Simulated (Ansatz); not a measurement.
Write a Python script for Ansatz's Python interface that makes a rigid scan of one bond length of CH2Cl, SMILES [CH2]Cl. Settings (for the species named): r2SCAN, 6-31G* basis, multiplicity 2, D3BJ dispersion.

```yaml
atoms:
  - { symbol: C, position_ang: [0.0835, -0.2024, -0.0970] }
  - { symbol: Cl, position_ang: [-0.3523, 1.2002, 0.8379] }
  - { symbol: H, position_ang: [-0.6095, -1.0295, 0.0356] }
  - { symbol: H, position_ang: [0.9338, -0.0285, -0.7967] }
```

`run_scan.py`
```python
"""Stretching a bond of CH2Cl, the rest held rigid."""

import logging
import sys
import warnings

import ansatz
import numpy as np

logging.basicConfig(stream=sys.stdout, format="[%(levelname)s] %(message)s")
logger = logging.getLogger("run")
logger.setLevel(logging.INFO)

config = {
    "basis": "6-31G*",
    "xc": "r2SCAN",
    "vdw": "d3bj",
}

GEOMETRY = """
C     0.08350   -0.20240   -0.09700
Cl   -0.35230    1.20020    0.83790
H    -0.60950   -1.02950    0.03560
H     0.93380   -0.02850   -0.79670
"""

warnings.simplefilter("ignore", ansatz.DeckWarning)

geometry = ansatz.Crystal.molecule()
for line in GEOMETRY.strip().splitlines():
    symbol, *xyz = line.split()
    geometry = geometry.atom(symbol, [float(v) for v in xyz])

symbols = [site.symbol for site in geometry.cartesian_sites]
start = np.array([site.position_ang for site in geometry.cartesian_sites])
axis = (start[1] - start[0]) / np.linalg.norm(start[1] - start[0])
moving = [1]
lengths, energies = [1.532, 1.602, 1.671, 1.741, 1.811, 1.88, 1.95, 2.054], []
for length in lengths:
    xyz = start.copy()
    xyz[moving] += (length - np.linalg.norm(start[1] - start[0])) * axis
    point = ansatz.Crystal.molecule()
    for symbol, xyz in zip(symbols, xyz):
        point = point.atom(symbol, xyz.tolist())
    calc = (
        point.calculation()
        .basis(gaussian=config["basis"])
        .functional(config["xc"], dispersion=config["vdw"])
        .spin("collinear", total=1)
    )
    rep = calc.run().report
    energies.append(rep["free_energy_ev"])
    logger.info(f"r = {length:6.3f} A  E = {energies[-1]:.5f} eV  <S^2> = {abs(rep['mean_field']['state']['spin_squared']):.3f}")

# quartic fit about the minimum
fit = np.polynomial.Polynomial.fit(lengths, np.array(energies) - min(energies), 4).convert()
roots = [r.real for r in fit.deriv().roots() if abs(r.imag) < 1e-9 and fit.deriv(2)(r.real) > 0]
r_e = min(roots, key=lambda r: abs(r - lengths[int(np.argmin(energies))]))
logger.info(f"minimum of the fit at {r_e:.4f} A, force constant {fit.deriv(2)(r_e):.2f} eV/A^2")
```

```console
$ python run_scan.py
[INFO] r =  1.532 A  E = -13587.78802 eV  <S^2> = 0.756
[INFO] r =  1.602 A  E = -13588.20965 eV  <S^2> = 0.756
[INFO] r =  1.671 A  E = -13588.40175 eV  <S^2> = 0.756
[INFO] r =  1.741 A  E = -13588.43566 eV  <S^2> = 0.756
[INFO] r =  1.811 A  E = -13588.35571 eV  <S^2> = 0.757
[INFO] r =  1.880 A  E = -13588.20015 eV  <S^2> = 0.757
[INFO] r =  1.950 A  E = -13587.99043 eV  <S^2> = 0.758
[INFO] r =  2.054 A  E = -13587.62227 eV  <S^2> = 0.760
[INFO] minimum of the fit at 1.7229 A, force constant 25.73 eV/A^2
```

Total energies depend on the basis set; only differences at equal settings carry meaning. The rest of the molecule is held rigid at a force-field or estimated start geometry, and the basis set is modest; single-reference methods fail as a bond breaks. The species is open-shell (spin multiplicity 2). A dispersion term here runs with damping parameters fitted for another variant or functional. The script silences the warnings on its input, which a real study should read. Timing: 17 s on 1 thread of Arm Neoverse V1, with other jobs on the host, peak memory 0.19 GiB.

(Lines on the test bed's own set-up are left out of the output.)
